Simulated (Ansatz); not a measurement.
`COCF`. Charge 0, multiplicity 1.

```xyz
9

C    -0.9489    0.0878   -0.6852
O     0.1554   -0.7262   -0.3446
C     0.9884   -0.1712    0.5796
F     0.3924   -0.1152    1.8269
H    -0.6138    1.0766   -1.0228
H    -1.4718   -0.4108   -1.4997
H    -1.6288    0.2093    0.1621
H     1.2598    0.8628    0.3233
H     1.8673   -0.8130    0.6603
```

Problem. What are the harmonic wavenumbers in cm⁻¹ at PBE0-D4/def2-TZVP (Ansatz, finite differences of forces, unscaled)? (An estimate is asked.)

Solution. Computed: 138, 181, 394, 575, 987, 1028, 1132, 1175, 1223, 1249, 1313, 1436, 1471, 1483, 1503, 1517, 3010, 3021, 3098, 3125, 3158.

Problem. Is this a minimum?

Solution. Yes, all 21 modes are real.

Problem. Give the ideal-gas thermochemistry at 298.15 K and 1 bar (rigid rotor, harmonic oscillator; point group C1, symmetry number 1).

Solution. Zero-point energy 192.7 kJ/mol; H(298) − E = 207.7 kJ/mol; entropy 290.8 J/(mol·K), of which translation 160.7, rotation 100.4, vibration 29.6; G(298) − E = 121.0 kJ/mol.

Problem. And at 400, 500, 600, 800 and 1000 K?

Solution. 
```tsv
T (K)	H − E (kJ/mol)	S (J/mol/K)	G − E (kJ/mol)
400	215.5	313.1	90.2
500	224.7	333.7	57.9
600	235.4	353.2	23.5
800	260.4	389.0	-50.8
1000	289.1	420.9	-131.8
```
